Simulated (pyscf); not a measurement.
H₃Si–PH–GaH₂ (SMILES [SiH3][PH][GaH2]) + H₂ (SMILES [H][H]) -> H₃Si–PH₂ (SMILES [SiH3]P) + GaH₃ (SMILES [GaH3]) (four-centre exchange; singlet surface; Ga–P, H–H broken, H–P, Ga–H formed). Optimised with ωB97X-D3(BJ)/def2-SVP in PySCF. Energies in kJ/mol from the separated reactants.

| level | barrier | reaction energy |
|---|---|---|
| ωB97X-D3(BJ)/def2-TZVP | ? | ? |
| PBE/def2-TZVP | ? | +46.1 |
| r²SCAN/def2-TZVP | 102.1 | +49.5 |
| B3LYP-D3(BJ)/def2-TZVP | 120.2 | +41.9 |
| ωB97M-D3(BJ)/def2-TZVP | 123.9 | +35.1 |
| HF/def2-TZVP | 187.4 | +11.1 |

Q: What belongs in the gaps?

A: 
- ωB97X-D3(BJ)/def2-TZVP, barrier: 125.6
- ωB97X-D3(BJ)/def2-TZVP, reaction energy: +58.4
- PBE/def2-TZVP, barrier: 98.8

The functionals in the table span 26.8 kJ/mol in this barrier, from PBE to ωB97X-D3(BJ). On the product side the descent ends in a complex, 23.4 kJ/mol under the separated species and 90.6 kJ/mol under the saddle at ωB97X-D3(BJ)/def2-TZVP. At the saddle there is also a short Ga–H contact that neither side keeps. One saddle was located; it need not be the lowest between these sides. Elements up to Kr have no core potential and no relativistic terms here.
